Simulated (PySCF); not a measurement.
Mapped SMILES: `[CH3:1][C:2](=[O:3])[CH:4]1[CH2:5][CH2:6]1` (H(Xn): hydrogen on atom n). Ha(C5), Ha(C6) are cis to C2 on the ring; Hb(C5), Hb(C6) are trans to C2 on the ring.

GIAO PBE0/pcSseg-1 shifts (PySCF 2.14.0 with density-fitted response routines, gas phase, non-relativistic, equivalent atoms averaged), each against references optimised in the same way as the molecule (TMS, H2O).

On the GFN2-xTB geometry: C2 212.9, C1 34.6, C4 21.9, C5/C6 14.2, O3 614.4, H(C1) 2.31, H(C4) 1.71, Ha(C5)/Ha(C6) 1.04, Hb(C5)/Hb(C6) 0.81 ppm.

What changes on the PBE0-D3(BJ)/def2-SVP geometry?

Results:


```
        atoms  δ (ppm)  change
           C2    211.2    -1.7
           C1     33.0    -1.6
           C4     20.8    -1.1
        C5/C6     13.7    -0.5
           O3    616.4    +2.0
        H(C1)     2.24   -0.07
        H(C4)     1.53   -0.18
Ha(C5)/Ha(C6)     0.97   -0.07
Hb(C5)/Hb(C6)     0.75   -0.06
```

Bonds between heavy atoms that differ most (equivalent bonds averaged): C2–C4 1.484 → 1.493 Å, C1–C2 1.510 → 1.506 Å, C2–O3 1.208 → 1.211 Å. Mean change of bonds to hydrogen: C–H +0.013 Å.
